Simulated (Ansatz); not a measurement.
# H3OP, SMILES OP: a rigid scan of one bond angle

Computed with Ansatz 0.2.0 through its Python package.

`h3op_bend.py`:
```python
"""Energy of H3OP against one bond angle."""

import ansatz as az
from ase import Atoms

BASIS = "def2-TZVP"
FUNCTIONAL = "pbe0"
FORCE_TOL = 0.02
METHOD = "ccsd_t"


def main() -> None:
    atoms = Atoms(["O", "P", "H", "H", "H"], positions=[
        (0.5471, -0.4305, 0.8114),
        (0.0948, 0.2845, -0.6186),
        (0.8646, -1.2728, 0.6557),
        (-1.1477, -0.2044, -0.7338),
        (-0.3089, 1.5495, -0.1561),
    ])

    # start the scan from a relaxed geometry
    first = (
        az.Crystal.molecule_from_ase(atoms).calculation()
        .basis(gaussian=BASIS)
        .functional(FUNCTIONAL)
        .relax(force_tolerance=FORCE_TOL, max_steps=80)
    )
    atoms.positions = first.run(threads=1).report["positions_ang"]

    rows = []
    for angle in [90, 100, 110, 120, 135, 150, 165, 179]:
        bent = atoms.copy()
        bent.set_angle(1, 0, 2, angle, indices=[2])
        setup = az.Crystal.molecule_from_ase(bent).calculation().basis(gaussian=BASIS).correlation(METHOD)
        rows.append((angle, setup.run(threads=1).report["free_energy_ev"]))
    floor = min(e for _, e in rows)
    for angle, e in rows:
        print(f"angle P1-O0-H2 = {angle:3d} deg   {1000 * (e - floor):9.1f} meV")


if __name__ == "__main__":
    main()
```

Running `python h3op_bend.py` prints:
```text
angle P1-O0-H2 =  90 deg       240.1 meV
angle P1-O0-H2 = 100 deg        48.7 meV
angle P1-O0-H2 = 110 deg         0.0 meV
angle P1-O0-H2 = 120 deg        63.8 meV
angle P1-O0-H2 = 135 deg       300.1 meV
angle P1-O0-H2 = 150 deg       600.4 meV
angle P1-O0-H2 = 165 deg       838.3 meV
angle P1-O0-H2 = 179 deg       908.8 meV
```

Reading the output:
- The scan is rigid, and the energies are electronic, in a modest basis. The zero is the lowest point of the grid, which needn't be the minimum.
- The start is relaxed with a density functional and scanned with the wavefunction method, so it isn't exactly that method's minimum.
- Hardware and time: 25 s on 1 thread of Arm Neoverse V2 (shared host), peak memory 0.3 GiB.
